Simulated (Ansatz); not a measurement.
Predict the output of the script below (Ansatz's Python interface).

The script, `adiabatic.py`:
```python
"""How HNaO relaxes after losing an electron."""

import itertools

import ansatz as az
from ase.data import atomic_numbers, covalent_radii
import numpy as np

BASIS_SET = "6-31G*"
FUNCTIONAL = "b3lyp"
CHARGE = 1

geometry = (
    az.Crystal.molecule()
    .atom("O", (-0.3525, -0.5317, -0.259))
    .atom("Na", (1.2721, 0.1148, 0.7115))
    .atom("H", (-0.9306, 0.352, -0.4657))
)

calculation = (
    geometry.calculation()
    .basis(gaussian=BASIS_SET)
    .functional(FUNCTIONAL)
)
symbols = [site.symbol for site in geometry.cartesian_sites]
start = np.array([site.position_ang for site in geometry.cartesian_sites], dtype=float)
r = calculation.relax(force_tolerance=0.01, max_steps=100).run(threads=1, backend="cpu").report
end = np.array(r["positions_ang"])

minimum = az.Crystal.molecule()
for symbol, place in zip(symbols, end):
    minimum = minimum.atom(symbol, place.tolist())
ion = minimum.calculation()
ion = ion.basis(gaussian=BASIS_SET)
ion = ion.functional(FUNCTIONAL)
ion = ion.charge(CHARGE)
ion = ion.spin("collinear", total=1)
vertical = ion.run(threads=1, backend="cpu").report
settled = ion.relax(force_tolerance=0.01, max_steps=80).run(threads=1, backend="cpu").report
print(f"vertical ionisation energy   {vertical['free_energy_ev'] - r['free_energy_ev']:.3f} eV")
print(f"adiabatic, no zero point     {settled['free_energy_ev'] - r['free_energy_ev']:.3f} eV")
print(f"relaxation energy of the ion {vertical['free_energy_ev'] - settled['free_energy_ev']:.3f} eV")
ionised = np.array(settled["positions_ang"])
# pairs closer than 1.2 times the sum of covalent radii, before or after
radius = [covalent_radii[atomic_numbers[s]] for s in symbols]
span = lambda where, i, j: np.linalg.norm(where[i] - where[j])
bonded = [(i, j) for i, j in itertools.combinations(range(len(symbols)), 2) if min(span(end, i, j), span(ionised, i, j)) < 1.2 * (radius[i] + radius[j])]
print("pair        before    after (A)")
for i, j in bonded:
    print(f"{symbols[i]}{i}-{symbols[j]}{j}".ljust(10), f"{span(end, i, j):8.4f} {span(ionised, i, j):8.4f}")
for first, second in list(itertools.combinations(bonded, 2)):
    shared = set(first) & set(second)
    if shared and symbols[(j := shared.pop())] != "H":
        i, k = sorted((set(first) | set(second)) - {j})
        u, v = ionised[i] - ionised[j], ionised[k] - ionised[j]
        angle = np.degrees(np.arccos(np.clip(u @ v / np.linalg.norm(u) / np.linalg.norm(v), -1, 1)))
        print(f"final angle {symbols[i]}{i}-{symbols[j]}{j}-{symbols[k]}{k}: {angle:.2f} deg")
```

Output of `python adiabatic.py`:
```text
vertical ionisation energy   7.687 eV
adiabatic, no zero point     7.403 eV
relaxation energy of the ion 0.284 eV
pair        before    after (A)
O0-Na1       1.9772   2.2585
O0-H2        0.9665   0.9839
final angle Na1-O0-H2: 151.93 deg
```

What to keep in mind:
- The energies are electronic: no zero-point or thermal terms, and the basis set is short of its limit. The product may relax into another structure. The relaxation finds the nearest minimum, so the adiabatic value is an upper bound.
- b3lyp holds the VWN-RPA fit, as in Gaussian; the form of ORCA and Turbomole is b3lyp5.
- The whole script took 14 s on 1 thread of Intel(R) Xeon(R) 6975P-C (Granite Rapids), on a shared host, peak memory 0.2 GiB.

(Lines on the test bed's own set-up are left out of the output.)
